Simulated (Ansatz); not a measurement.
**BHO (singlet): the correlation ladder at distance B1–O2 = 2.030 Å, 6-31G**

How much of the correlation energy of BHO (singlet) does each wave-function method recover here?

Computed with Ansatz 0.2.0, Gaussian basis. Level: 6-31G, core rule «outside noble gas», up to 2 orbitals frozen.

Plan: UHF; CCSD(T) on RHF; BCCD(T) on RHF; CISD; CCSDT(Q) on RHF; CISDTQ; CCSDTQ on RHF; CASSCF and MRCISD+Q, 2 electrons in 2 orbitals; CASSCF and NEVPT2, 2 electrons in 2 orbitals; Full CI.

24 further runs of the same task are left out: 8 for a known fault of the program, 12 that didn't finish, 4 set aside as unsound or not needed.

## Step 1: What is computed

The geometry derives from a PBE0/def2-TZVP stationary point (not a proven minimum). One bond is set to the value named and the two fragments are kept rigid.

3 atoms, charge 0, spin multiplicity 1.

Atoms are counted from 1 here; the program's logs count them from 0.

Bond lengths: O2–H3 0.952 Å.

In the tables R marks a restricted determinant and U an unrestricted one; 'pair' is the active space of 2 electrons in 2 orbitals; energies count from the table's Hartree-Fock row.

## Step 2: UHF

File in.yaml:

```yaml
crystal:
  periodic: [false, false, false]
  atoms:
    - {symbol: B, position_ang: [0.000000, 0.000000, -1.670745]}
    - {symbol: O, position_ang: [0.000000, 0.000000, 0.359255]}
    - {symbol: H, position_ang: [0.000000, 0.000000, 1.311490]}
basis:
  gaussian: {orbitals: 6-31G}
magnetization: {spin_polarized: true, initial_magnetization: 0}
hamiltonian: {xc: hf}
output: {orbitals: {seedname: orbitals}}
```

The run is started by

```bash
$ ansatz run in.yaml --threads 1 --pin off --events-out ev --progress --plain --max-ram 2393MiB
```

The log of the run:

```text
Functional definition: HF
  name "HF"
  cite "Fock, Z. Phys. 61, 126 (1930) doi:10.1007/BF01340294"
  parent pbe
  exchange = exact_x
  correlation = 0
233 factors; integrals over basis functions are off by at most 3.6e-4 eV
mean field evaluation 1: about -2714.5200 eV, gradient 3.0e1 eV
mean field evaluation 2: about -2714.5211 eV, gradient 3.0e1 eV
mean field evaluation 4: about -2718.5490 eV, gradient 2.0e0 eV
mean field evaluation 8: about -2718.5923 eV, gradient 2.8e-3 eV
mean field evaluation 16: about -2718.4951 eV, gradient 9.2e-1 eV
mean field evaluation 32: about -2717.5403 eV, gradient 4.7e0 eV
mean field evaluation 64: about -2718.1185 eV, gradient 7.0e-4 eV
mean field evaluation 96: about -2714.5200 eV, gradient 3.0e1 eV
mean field -2718.59229432 eV, -99.9064240883 hartree, gradient 1.2e-5 eV, S^2 0.000000; 2 other end points of the search recorded, 0 dependent functions left out
reference -2718.59229432 eV, -99.9064240883 hartree; 7, 7 occupied and 13, 13 virtual orbitals, 233 factors
Total energy: -2718.59229432 eV, -99.9064240883 hartree
```

Run time: 0.19 s. Hardware: 1 thread of Arm Neoverse V1, shared host.

From the report: ⟨S²⟩ of the determinant 0.000 (pure singlet: 0.00).

The unrestricted search falls back on the restricted solution.

## Step 3: CCSD(T) on RHF

in.yaml, as its differences from that of step 2:

```diff
@@ -8,4 +8,4 @@
   gaussian: {orbitals: 6-31G}
-magnetization: {spin_polarized: true, initial_magnetization: 0}
-hamiltonian: {xc: hf}
-output: {orbitals: {seedname: orbitals}}
+magnetization: {spin_polarized: false}
+correlation: {method: ccsd_t, electrons: outside_noble_gas}
+output: {forces: true}
```

Same command.

The log of the run, cut to the lines that bear on the results:

```text
Functional definition: HF
  name "HF"
  cite "Fock, Z. Phys. 61, 126 (1930) doi:10.1007/BF01340294"
  parent pbe
[...]
233 factors; integrals over basis functions are off by at most 3.6e-4 eV
[...]
mean field -2718.59229432 eV, -99.9064240883 hartree, gradient 2.4e-6 eV, S^2 0.000000; 0 other end points of the search recorded, 0 dependent functions left out
2 core orbitals not correlated: weight in the atoms' cores, before any rotation towards them, 1.000 or more for the frozen orbitals, at most 0.000 for the correlated occupied ones
reference -2718.59229432 eV, -99.9064240883 hartree; 5, 5 occupied and 13, 13 virtual orbitals, 233 factors
second order -4.83215136 eV of doubles, -0.00000000 eV of singles
cycle   1  -4.78332726 eV  change    4.9e-2 eV  update   1.6e-1
[...]
cycle  12  -5.37245970 eV  change   -5.2e-6 eV  update   3.5e-6
perturbative correction -0.24897112 eV, -0.0091495198 hartree
[...]
Total energy: -2724.21372513 eV, -100.1130078603 hartree
Atom 0 at     0.000000     0.000000    -1.670745 Å, force    -0.000000     0.000000     5.085806 eV/Å
Atom 1 at     0.000000     0.000000     0.359255 Å, force    -0.000000     0.000000    -6.343707 eV/Å
Atom 2 at     0.000000     0.000000     1.311490 Å, force    -0.000000     0.000000     1.257900 eV/Å
Dipole moment:    -0.000000     0.000000    -0.162431 e Å
```

Wall time 0.31 s (1 thread of Arm Neoverse V1, shared host).

From the report: correlation -5.6214 eV; T1 0.048; largest double amplitude 0.10.

## Step 4: BCCD(T) on RHF

in.yaml, as its differences from that of step 3:

```diff
@@ -9,3 +9,2 @@
 magnetization: {spin_polarized: false}
-correlation: {method: ccsd_t, electrons: outside_noble_gas}
-output: {forces: true}
+correlation: {method: bccd_t, electrons: outside_noble_gas}
```

Same command.

The log of the run, cut to the lines that bear on the results:

```text
Functional definition: HF
  name "HF"
  cite "Fock, Z. Phys. 61, 126 (1930) doi:10.1007/BF01340294"
  parent pbe
[...]
233 factors; integrals over basis functions are off by at most 3.6e-4 eV
[...]
mean field -2718.59229432 eV, -99.9064240883 hartree, gradient 2.4e-6 eV, S^2 0.000000; 0 other end points of the search recorded, 0 dependent functions left out
2 core orbitals not correlated: weight in the atoms' cores, before any rotation towards them, 1.000 or more for the frozen orbitals, at most 0.000 for the correlated occupied ones
reference -2718.59229432 eV, -99.9064240883 hartree; 5, 5 occupied and 13, 13 virtual orbitals, 233 factors
second order -4.83215136 eV of doubles, -0.00000000 eV of singles
cycle   1  -4.70125610 eV  change    1.3e-1 eV  update   1.6e-1
[...]
cycle  13  -5.28906319 eV  change    9.8e-7 eV  update   1.7e-6
perturbative correction -0.34821359 eV, -0.0127966136 hartree
Total energy: -2724.22957111 eV, -100.1135901890 hartree
```

It took 0.28 s on 1 thread of Arm Neoverse V1, shared host.

From the report: correlation -5.6373 eV; largest double amplitude 0.12.

## Step 5: CISD

in.yaml, as its differences from that of step 4:

```diff
@@ -8,3 +8,2 @@
   gaussian: {orbitals: 6-31G}
-magnetization: {spin_polarized: false}
-correlation: {method: bccd_t, electrons: outside_noble_gas}
+correlation: {active_space: {ras: {orbitals: [5, 0, 13], electrons: 10, max_holes: 2, max_particles: 2}, fixed_orbitals: true}}
```

Same command.

The log of the run:

```text
Functional definition: HF
  name "HF"
  cite "Fock, Z. Phys. 61, 126 (1930) doi:10.1007/BF01340294"
  parent pbe
  exchange = exact_x
  correlation = 0
233 factors; integrals over basis functions are off by at most 3.6e-4 eV
mean field evaluation 1: about -2714.5200 eV, gradient 4.2e1 eV
mean field evaluation 2: about -2714.5211 eV, gradient 4.2e1 eV
mean field evaluation 4: about -2718.5490 eV, gradient 2.8e0 eV
mean field evaluation 8: about -2718.5923 eV, gradient 3.5e-3 eV
mean field -2718.59229432 eV, -99.9064240883 hartree, gradient 2.4e-6 eV, S^2 0.000000; 0 other end points of the search recorded, 0 dependent functions left out
reference -2718.59229432 eV, -99.9064240883 hartree; 7, 7 occupied and 13, 13 virtual orbitals, 233 factors
state -2723.53552377 eV, -100.0880844198 hartree
Total energy: -2723.53552377 eV, -100.0880844198 hartree
```

Run time: 0.51 s. Hardware: 1 thread of Arm Neoverse V1, shared host.

From the report: 1,764 determinants.

## Step 6: CCSDT(Q) on RHF

in.yaml, as its differences from that of step 5:

```diff
@@ -8,2 +8,3 @@
   gaussian: {orbitals: 6-31G}
-correlation: {active_space: {ras: {orbitals: [5, 0, 13], electrons: 10, max_holes: 2, max_particles: 2}, fixed_orbitals: true}}
+magnetization: {spin_polarized: false}
+correlation: {method: ccsdt_q, electrons: outside_noble_gas}
```

Launched as before.

The log of the run, cut to the lines that bear on the results:

```text
Functional definition: HF
  name "HF"
  cite "Fock, Z. Phys. 61, 126 (1930) doi:10.1007/BF01340294"
  parent pbe
[...]
384 factors; integrals over basis functions are off by at most 3.2e-8 eV
[...]
mean field -2718.59230274 eV, -99.9064243976 hartree, gradient 2.4e-6 eV, S^2 0.000000; 0 other end points of the search recorded, 0 dependent functions left out
2 core orbitals not correlated: weight in the atoms' cores, before any rotation towards them, 1.000 or more for the frozen orbitals, at most 0.000 for the correlated occupied ones
reference -2718.59230274 eV, -99.9064243976 hartree; 5, 5 occupied and 13, 13 virtual orbitals, 384 factors
second order -4.83223816 eV of doubles, -0.00000000 eV of singles
cycle   1  -4.78338733 eV  change    4.9e-2 eV  update   1.8e-1
[...]
cycle  18  -5.63308566 eV  change   -1.7e-7 eV  update   4.9e-7
perturbative correction -0.11103933 eV, -0.0040806200 hartree
Total energy: -2724.33642772 eV, -100.1175170973 hartree
```

Wall time 0.85 s (1 thread of Arm Neoverse V1, shared host).

From the report: correlation -5.7441 eV; T1 0.055; largest double amplitude 0.10.

## Step 7: CISDTQ

in.yaml, as its differences from that of step 6:

```diff
@@ -8,3 +8,2 @@
   gaussian: {orbitals: 6-31G}
-magnetization: {spin_polarized: false}
-correlation: {method: ccsdt_q, electrons: outside_noble_gas}
+correlation: {active_space: {ras: {orbitals: [5, 0, 13], electrons: 10, max_holes: 4, max_particles: 4}, fixed_orbitals: true}}
```

Launched as before.

The log of the run:

```text
Functional definition: HF
  name "HF"
  cite "Fock, Z. Phys. 61, 126 (1930) doi:10.1007/BF01340294"
  parent pbe
  exchange = exact_x
  correlation = 0
233 factors; integrals over basis functions are off by at most 3.6e-4 eV
mean field evaluation 1: about -2714.5200 eV, gradient 4.2e1 eV
mean field evaluation 2: about -2714.5211 eV, gradient 4.2e1 eV
mean field evaluation 4: about -2718.5490 eV, gradient 2.8e0 eV
mean field evaluation 8: about -2718.5923 eV, gradient 3.5e-3 eV
mean field -2718.59229432 eV, -99.9064240883 hartree, gradient 2.4e-6 eV, S^2 0.000000; 0 other end points of the search recorded, 0 dependent functions left out
reference -2718.59229432 eV, -99.9064240883 hartree; 7, 7 occupied and 13, 13 virtual orbitals, 233 factors
state -2724.21833318 eV, -100.1131772027 hartree
Total energy: -2724.21833318 eV, -100.1131772027 hartree
```

Wall time 3.4 s (1 thread of Arm Neoverse V1, shared host).

From the report: 276,306 determinants.

## Step 8: CCSDTQ on RHF

in.yaml, as its differences from that of step 7:

```diff
@@ -8,2 +8,3 @@
   gaussian: {orbitals: 6-31G}
-correlation: {active_space: {ras: {orbitals: [5, 0, 13], electrons: 10, max_holes: 4, max_particles: 4}, fixed_orbitals: true}}
+magnetization: {spin_polarized: false}
+correlation: {method: ccsdtq, electrons: outside_noble_gas}
```

Same command.

The log of the run, cut to the lines that bear on the results:

```text
Functional definition: HF
  name "HF"
  cite "Fock, Z. Phys. 61, 126 (1930) doi:10.1007/BF01340294"
  parent pbe
[...]
384 factors; integrals over basis functions are off by at most 3.2e-8 eV
[...]
mean field -2718.59230274 eV, -99.9064243976 hartree, gradient 2.4e-6 eV, S^2 0.000000; 0 other end points of the search recorded, 0 dependent functions left out
2 core orbitals not correlated: weight in the atoms' cores, before any rotation towards them, 1.000 or more for the frozen orbitals, at most 0.000 for the correlated occupied ones
reference -2718.59230274 eV, -99.9064243976 hartree; 5, 5 occupied and 13, 13 virtual orbitals, 384 factors
second order -4.83223816 eV of doubles, -0.00000000 eV of singles
cycle   1  -4.78338696 eV  change    4.9e-2 eV  update   1.8e-1
[...]
cycle  22  -5.68227957 eV  change   -3.0e-7 eV  update   8.9e-7
Total energy: -2724.27458231 eV, -100.1152443201 hartree
```

It took 11 s on 1 thread of Arm Neoverse V1, shared host.

From the report: correlation -5.6823 eV; T1 0.054; largest double amplitude 0.10.

## Step 9: CASSCF and MRCISD+Q, 2 electrons in 2 orbitals

in.yaml, as its differences from that of step 8:

```diff
@@ -8,3 +8,2 @@
   gaussian: {orbitals: 6-31G}
-magnetization: {spin_polarized: false}
-correlation: {method: ccsdtq, electrons: outside_noble_gas}
+correlation: {method: fic_mrcisd_q, electrons: outside_noble_gas, active_space: {window: {electrons: 2, orbitals: 2}}}
```

Launched as before.

The log of the run, cut to the lines that bear on the results:

```text
Functional definition: HF
  name "HF"
  cite "Fock, Z. Phys. 61, 126 (1930) doi:10.1007/BF01340294"
  parent pbe
[...]
233 factors; integrals over basis functions are off by at most 3.6e-4 eV
[...]
mean field -2718.59229432 eV, -99.9064240883 hartree, gradient 2.4e-6 eV, S^2 0.000000; 0 other end points of the search recorded, 0 dependent functions left out
reference -2718.59229432 eV, -99.9064240883 hartree; 7, 7 occupied and 13, 13 virtual orbitals, 233 factors
state -2719.11458823 eV, -99.9256180353 hartree
contracted CI cycle   1: correlation 0.00000000 eV, 0.0000000000 hartree, residual 1.81e1 eV
contracted CI cycle   2: correlation -4.00940900 eV, -0.1473430632 hartree, residual 4.30e0 eV
contracted CI cycle   3: correlation -4.42059437 eV, -0.1624538465 hartree, residual 2.07e0 eV
contracted CI cycle   4: correlation -4.50158496 eV, -0.1654301959 hartree, residual 7.33e-1 eV
[...]
contracted CI cycle   5: correlation -4.58278276 eV, -0.1684141603 hartree, residual 4.62e-1 eV
contracted CI cycle   6: correlation -4.58722842 eV, -0.1685775352 hartree, residual 1.85e-1 eV
contracted CI cycle   7: correlation -4.58786396 eV, -0.1686008908 hartree, residual 6.82e-2 eV
contracted CI cycle   8: correlation -4.58795280 eV, -0.1686041554 hartree, residual 2.76e-2 eV
contracted CI cycle   9: correlation -4.58796624 eV, -0.1686046495 hartree, residual 1.09e-2 eV
contracted CI cycle  10: correlation -4.58796819 eV, -0.1686047212 hartree, residual 4.19e-3 eV
contracted CI cycle  11: correlation -4.58796848 eV, -0.1686047316 hartree, residual 1.56e-3 eV
state -2719.03223008 eV, -99.9225914292 hartree; corrected -2724.16210629 eV, -100.1111109028 hartree
state -2719.03223008 eV, -99.9225914292 hartree; corrected -2724.16210629 eV, -100.1111109028 hartree
WARN: the results are in doubt because another end's mean lies 0.082 eV lower, and its corrected mean 0.002 eV higher
Total energy: -2724.16210629 eV, -100.1111109028 hartree
In doubt: another end's mean lies 0.082 eV lower, and its corrected mean 0.002 eV higher
```

Wall time 0.91 s (1 thread of Arm Neoverse V1, shared host).

From the report: 4 determinants; active occupations 1.98, 0.02. Mind the lines of doubt at the end of the log.

## Step 10: CASSCF and NEVPT2, 2 electrons in 2 orbitals

in.yaml, as its differences from that of step 9:

```diff
@@ -8,2 +8,2 @@
   gaussian: {orbitals: 6-31G}
-correlation: {method: fic_mrcisd_q, electrons: outside_noble_gas, active_space: {window: {electrons: 2, orbitals: 2}}}
+correlation: {method: sc_nevpt2, electrons: outside_noble_gas, active_space: {window: {electrons: 2, orbitals: 2}}}
```

The command is unchanged.

The log of the run, cut to the lines that bear on the results:

```text
Functional definition: HF
  name "HF"
  cite "Fock, Z. Phys. 61, 126 (1930) doi:10.1007/BF01340294"
  parent pbe
[...]
233 factors; integrals over basis functions are off by at most 3.6e-4 eV
[...]
mean field -2718.59229432 eV, -99.9064240883 hartree, gradient 2.4e-6 eV, S^2 0.000000; 0 other end points of the search recorded, 0 dependent functions left out
reference -2718.59229432 eV, -99.9064240883 hartree; 7, 7 occupied and 13, 13 virtual orbitals, 233 factors
state -2719.11458823 eV, -99.9256180353 hartree
state -2719.11458823 eV, -99.9256180353 hartree; corrected -2723.39379110 eV, -100.0828758403 hartree
state -2719.11141099 eV, -99.9255012740 hartree
state -2719.11141099 eV, -99.9255012740 hartree; corrected -2723.46224078 eV, -100.0853913198 hartree
state -2719.11141099 eV, -99.9255012740 hartree; corrected -2723.46224078 eV, -100.0853913198 hartree
state -2719.03223008 eV, -99.9225914292 hartree
state -2719.03223008 eV, -99.9225914292 hartree; corrected -2723.36922071 eV, -100.0819728951 hartree
state -2719.11141099 eV, -99.9255012740 hartree; corrected -2723.46224078 eV, -100.0853913198 hartree
[...]
WARN: the results are in doubt because another end's mean lies 0.003 eV lower, and its corrected mean 0.068 eV higher
Total energy: -2723.46224078 eV, -100.0853913198 hartree
In doubt: another end's mean lies 0.003 eV lower, and its corrected mean 0.068 eV higher
```

It took 0.46 s on 1 thread of Arm Neoverse V1, shared host.

From the report: 2 determinants; active occupations 1.93, 0.07. Mind the lines of doubt at the end of the log.

## Step 11: Full CI

in.yaml, as its differences from that of step 10:

```diff
@@ -8,2 +8,2 @@
   gaussian: {orbitals: 6-31G}
-correlation: {method: sc_nevpt2, electrons: outside_noble_gas, active_space: {window: {electrons: 2, orbitals: 2}}}
+correlation: {method: fci, electrons: outside_noble_gas}
```

Launched as before.

The log of the run:

```text
Functional definition: HF
  name "HF"
  cite "Fock, Z. Phys. 61, 126 (1930) doi:10.1007/BF01340294"
  parent pbe
  exchange = exact_x
  correlation = 0
384 factors; integrals over basis functions are off by at most 3.2e-8 eV
mean field evaluation 1: about -2714.5200 eV, gradient 4.2e1 eV
mean field evaluation 2: about -2714.5211 eV, gradient 4.2e1 eV
mean field evaluation 4: about -2718.5490 eV, gradient 2.8e0 eV
mean field evaluation 8: about -2718.5923 eV, gradient 3.5e-3 eV
mean field -2718.59230274 eV, -99.9064243976 hartree, gradient 2.4e-6 eV, S^2 0.000000; 0 other end points of the search recorded, 0 dependent functions left out
2 core orbitals not correlated: weight in the atoms' cores, before any rotation towards them, 1.000 or more for the frozen orbitals, at most 0.000 for the correlated occupied ones
reference -2718.59230274 eV, -99.9064243976 hartree; 5, 5 occupied and 13, 13 virtual orbitals, 384 factors
state -2724.27022248 eV, -100.1150840996 hartree
Total energy: -2724.27022248 eV, -100.1150840996 hartree
```

Wall time 2.2 min (1 thread of Arm Neoverse V1, shared host); peak memory 1.2 GiB.

From the report: 18,367,552 determinants, symmetry A1.

## Step 12: Natural occupations

Natural occupations of the FCI state about the gap (report; correlated orbitals 1 to 10): 1.984, 1.954, 1.938, 1.938, 1.872, 0.092, 0.092, 0.057, 0.026, 0.015. The count of effectively unpaired electrons, Σ n²(2 − n)², is 0.17; a single determinant of this spin has 0.

## Step 13: All levels against the top one

The yardstick is full CI for this spin, exact in this basis with these frozen cores. Rows without a time come out of other runs: HF, MP2 and CCSD of CCSD(T), CCSDT of CCSDT(Q), CASSCF and MRCISD of the multireference runs. The times of RCCSD(T) include forces.

Differences are taken before rounding.

```tsv
method	energy from the lowest RHF (meV)	from FCI (meV)	time
RHF	0.0	+5677.9	
RMP2	-4832.2	+845.8	
CISD	-4943.2	+734.7	0.51 s
RCCSD	-5372.5	+305.5	
RCCSD(T)	-5621.4	+56.5	0.31 s
BCCD(T)	-5637.3	+40.7	0.28 s
RCCSDT	-5633.1	+44.8	
CISDTQ	-5626.0	+51.9	3.4 s
RCCSDT(Q)	-5744.1	-66.2	0.85 s
RCCSDTQ	-5682.3	-4.4	11 s
FCI	-5677.9	0	2.2 min
```

Among the levels timed on like hardware and quicker than the yardstick, those that no quicker one beats, quickest first: BCCD(T) (0.28 s, +40.7 meV); RCCSDTQ (11 s, -4.4 meV). Runs this short are mostly start-up, so their order is noise.

Not comparable, so not listed: CASSCF and MRCISD+Q, 2 electrons in 2 orbitals (they don't share determinant, frozen orbitals or solution with the rows shown, or repeat one).

Left out of the table: CASSCF pair, NEVPT2 pair (the active space lost an orbital or holds another state than full CI finds).

## Step 14: Outcome

| quantity | value |
| --- | --- |
| FCI below the RHF energy | -5.6779 eV |
| RMP2 from FCI | +845.8 meV |
| RCCSD from FCI | +305.5 meV |
| RCCSD(T) from FCI | +56.5 meV |
| RCCSDT(Q) from FCI | -66.2 meV |
| levels within 1 kcal/mol (43 meV) | BCCD(T), RCCSDTQ |
| T1 diagnostic | 0.048 |
| effectively unpaired electrons | 0.17 |

In words: RCCSD(T) lands +56.5 meV from the yardstick (1.0 % of the correlation energy). RCCSDT(Q), RCCSDTQ fall below full CI, which methods that aren't variational can do. The occupations are near whole numbers, but T1 = 0.048 shows that the orbitals relax strongly. These misses are within one basis, not against nature.
